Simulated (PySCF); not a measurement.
System (SMILES): Cl (HCl).
Geometry (B3LYP-D3(BJ)/def2-TZVP, fixed):
```xyz
2

Cl     0.0000     0.0000    -0.0712
H      0.0000     0.0000     1.2108
```

How fast the mean static polarisability converges with the basis for several methods (PySCF): deviation from each method's own reference, in %. References: HF 16.83 bohr³, the value in aug-cc-pV(5+d)Z; PBE 18.42 bohr³, the value in aug-cc-pV(5+d)Z; PBE0 17.68 bohr³, the value in aug-cc-pV(5+d)Z. All functions are spherical. Density fitting with generated auxiliary sets. No added dispersion term, no relativity. 

```json
[
 {"basis": "pcseg-1", "functions": "23", "HF": "-46.6", "PBE": "-50.0", "PBE0": "-48.6"},
 {"basis": "6-31G**", "functions": "23", "HF": "-49.3", "PBE": "-53.3", "PBE0": "-51.6"},
 {"basis": "aug-cc-pV(D+d)Z", "functions": "41", "HF": "-7.2", "PBE": "-9.2", "PBE0": "-8.1"},
 {"basis": "pcseg-2", "functions": "48", "HF": "-37.4", "PBE": "-40.6", "PBE0": "-39.2"},
 {"basis": "cc-pV(T+d)Z", "functions": "53", "HF": "-29.6", "PBE": "-33.6", "PBE0": "-31.6"},
 {"basis": "def2-TZVPP", "functions": "56", "HF": "-30.3", "PBE": "-34.4", "PBE0": "-32.5"},
 {"basis": "def2-TZVPPD", "functions": "68", "HF": "-0.3", "PBE": "-1.1", "PBE0": "-0.7"},
 {"basis": "def2-QZVPPD", "functions": "112", "HF": "0.0", "PBE": "-0.2", "PBE0": "-0.1"},
 {"basis": "aug-cc-pV(Q+d)Z", "functions": "135", "HF": "-0.1", "PBE": "-0.3", "PBE0": "-0.2"},
 {"basis": "aug-pcseg-3", "functions": "138", "HF": "0.1", "PBE": "0.1", "PBE0": "0.0"},
 {"basis": "pcseg-4", "functions": "166", "HF": "-3.8", "PBE": "-5.7", "PBE0": "-4.7"},
 {"basis": "aug-cc-pV(5+d)Z", "functions": "216", "HF": "0.0", "PBE": "0.0", "PBE0": "0.0"}
]
```

Mean absolute deviation over pcseg-2, cc-pV(T+d)Z, def2-TZVPP, def2-TZVPPD: HF 24.4, PBE0 26.0, PBE 27.4 %.
